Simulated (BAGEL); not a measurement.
# BH3S (SMILES BS) at HF/6-31G(d) (density fitting with qzvpp-jkfit, spherical functions)

What is the vertical singlet–triplet gap of BH3S at HF/6-31G* (density fitting with qzvpp-jkfit, spherical functions)? 

The results are computed with BAGEL 1.2.2.

4 further runs of the same task are left out: 2 that didn't finish, 2 set aside as unsound or not needed. Runs told in other sessions of the task aren't counted.

## (1) Starting point

The species is BH3S (5 atoms), meant as a singlet with charge 0. As SMILES, `BS`. The coordinates come from a PBE0-D4/def2-TZVP relaxation.

Bond lengths: B1–S2 1.765 Å, B1–H3 1.192 Å, B1–H4 1.190 Å, S2–H5 1.344 Å. Angles: B1–S2–H5 99.2°, S2–B1–H3 115.8°, S2–B1–H4 121.4°, H3–B1–H4 122.7°.

## (2) A single-point energy at HF/6-31G(d) (density fitting with qzvpp-jkfit, spherical functions)

The input, hf.json:

```json
{ "bagel" : [

{
  "title" : "molecule",
  "basis" : "6-31gs.json",
  "df_basis" : "qzvpp-jkfit",
  "angstrom" : "true",
  "geometry" : [
    { "atom" : "B", "xyz" : [      -0.392100,      -0.421000,       0.088100 ] },
    { "atom" : "S", "xyz" : [       0.161700,       1.236900,      -0.154300 ] },
    { "atom" : "H", "xyz" : [      -1.562900,      -0.556400,       0.264200 ] },
    { "atom" : "H", "xyz" : [       0.367100,      -1.337600,       0.074200 ] },
    { "atom" : "H", "xyz" : [       1.476100,       1.004400,      -0.313600 ] }
  ]
},

{
  "title" : "hf"
},

{
  "title" : "print",
  "file" : "orbitals.molden",
  "orbitals" : "true"
}

]}
```

The basis set 6-31G* is read from a file made from the Basis Set Exchange's data (not shown).

The run is started by

```console
BAGEL_NUM_THREADS=1 BAGEL hf.json > hf.out
```

Output:

```text
* using 1 threads per process

  ===============================================================
  ===============================================================

  *** Geometry ***

  { "atom" : "B", "xyz" : [     -0.740962,     -0.795575,      0.166485 ] },
  { "atom" : "S", "xyz" : [      0.305569,      2.337402,     -0.291585 ] },
  { "atom" : "H", "xyz" : [     -2.953453,     -1.051444,      0.499266 ] },
  { "atom" : "H", "xyz" : [      0.693718,     -2.527698,      0.140218 ] },
  { "atom" : "H", "xyz" : [      2.789425,      1.898041,     -0.592618 ] },

  Number of auxiliary basis functions:      257

  Since a DF basis is specified, we compute 2- and 3-index integrals:
    o Being stored without compression. Storage requirement is 0.003 GB

  Number of basis functions:       38
  Number of electrons      :       24

    * METHOD: MOLECULE                             0.05

  *** RHF ***

  === Nuclear Repulsion ===
    43.0705489642

      * DIIS with orbital gradients will be used.

  === RHF iteration (6-31gs.json) ===
      0       -423.91566028          0.01391181           0.01
      1       -423.94666003          0.00386693           0.01
      2       -423.94942225          0.00117672           0.01
      3       -423.94968213          0.00024014           0.01
      4       -423.94970246          0.00008618           0.01
      5       -423.94970538          0.00002753           0.01
      6       -423.94970573          0.00000767           0.01
      7       -423.94970575          0.00000175           0.01
      8       -423.94970575          0.00000042           0.01
      9       -423.94970575          0.00000012           0.01
     10       -423.94970575          0.00000004           0.01
     11       -423.94970575          0.00000001           0.01
     12       -423.94970575          0.00000000           0.01
    * SCF iteration converged.

    * Permanent dipole moment:
           (   -0.334435,     0.240681,     0.022418) a.u.

    * METHOD: HF                                   0.14

    * METHOD: PRINT                                0.00

  ===============================================================
```

Run time: 0.33 s. Hardware: 1 thread of Arm Neoverse V1, shared host.

## (3) The triplet, same level

The input, input.json:

```json
{ "bagel" : [

{
  "title" : "molecule",
  "basis" : "6-31gs.json",
  "df_basis" : "qzvpp-jkfit",
  "angstrom" : true,
  "geometry" : [
    { "atom" : "B", "xyz" : [   -0.392100,   -0.421000,    0.088100 ] },
    { "atom" : "S", "xyz" : [    0.161700,    1.236900,   -0.154300 ] },
    { "atom" : "H", "xyz" : [   -1.562900,   -0.556400,    0.264200 ] },
    { "atom" : "H", "xyz" : [    0.367100,   -1.337600,    0.074200 ] },
    { "atom" : "H", "xyz" : [    1.476100,    1.004400,   -0.313600 ] }
  ]
},
{ "title" : "uhf", "nopen" : 2 },
{ "title" : "print", "file" : "orbitals.molden", "orbitals" : true }

]}
```

The basis set 6-31G* is read from a file made from the Basis Set Exchange's data (not shown).

The run is started by

```console
BAGEL_NUM_THREADS=1 BAGEL input.json > input.out
```

Output:

```text
* using 1 threads per process

  ===============================================================
  ===============================================================

  *** Geometry ***

  { "atom" : "B", "xyz" : [     -0.740962,     -0.795575,      0.166485 ] },
  { "atom" : "S", "xyz" : [      0.305569,      2.337402,     -0.291585 ] },
  { "atom" : "H", "xyz" : [     -2.953453,     -1.051444,      0.499266 ] },
  { "atom" : "H", "xyz" : [      0.693718,     -2.527698,      0.140218 ] },
  { "atom" : "H", "xyz" : [      2.789425,      1.898041,     -0.592618 ] },

  Number of auxiliary basis functions:      257

  Since a DF basis is specified, we compute 2- and 3-index integrals:
    o Being stored without compression. Storage requirement is 0.003 GB

  Number of basis functions:       38
  Number of electrons      :       24

    * METHOD: MOLECULE                             0.06

  *** Open-shell HF ***

  === Nuclear Repulsion ===
    43.0705489642

      * DIIS with orbital gradients will be used.

  === UHF iteration (6-31gs.json) ===
      0       -423.70145506          0.03768130           0.01
      1       -423.76990065          0.00914710           0.01
      2       -423.77526268          0.00266413           0.01
      3       -423.77589504          0.00077580           0.01
      4       -423.77605980          0.00012180           0.01
      5       -423.77608567          0.00003917           0.01
      6       -423.77609679          0.00001442           0.01
      7       -423.77609923          0.00000752           0.01
      8       -423.77610028          0.00000181           0.01
      9       -423.77610033          0.00000067           0.02
     10       -423.77610033          0.00000022           0.01
     11       -423.77610033          0.00000008           0.02
     12       -423.77610033          0.00000004           0.02
     13       -423.77610033          0.00000002           0.02
     14       -423.77610033          0.00000002           0.02
     15       -423.77610033          0.00000001           0.02
     16       -423.77610033          0.00000001           0.01
    * SCF iteration converged.

    * S^2 (UHF) is 2.0236

    * Permanent dipole moment:
           (   -0.982768,    -1.473005,     0.283503) a.u.

    * METHOD: UHF                                  0.31

    * METHOD: PRINT                                0.00

  ===============================================================
```

It took 0.51 s on 1 thread of Arm Neoverse V1, shared host.

## (4) Summary of results

At HF/6-31G* (density fitting with qzvpp-jkfit, spherical functions):

```
                                        quantity          value
                           singlet: total energy  -423.94971 Eh
                          singlet: dipole moment         1.05 D
                            singlet: HOMO energy      -11.01 eV
                            singlet: LUMO energy        2.76 eV
                          singlet: HOMO–LUMO gap       13.77 eV
                           triplet: total energy  -423.77610 Eh
                          triplet: dipole moment         4.56 D
                                   triplet: ⟨S²⟩          2.024
vertical energy of the triplet above the singlet       4.724 eV
```

What this shows: At this shape the triplet lies 4.72 eV (456 kJ/mol) above the singlet.
